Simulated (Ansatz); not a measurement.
CCl3F, SMILES `FC(Cl)(Cl)Cl`, charge 0, multiplicity 1.

Q: Give a relaxed structure at PBE0-D4/def2-TZVP (Ansatz 0.2.0). (An estimate is asked.)

A: The calculation gave: 
Cartesian coordinates in Å:
```
F -0.1584 1.3550 0.3211
C -0.0078 0.0666 0.0158
Cl 1.0207 -0.0542 -1.4073
Cl -1.5948 -0.6189 -0.3141
Cl 0.7403 -0.7485 1.3845
```
Point group C3v.
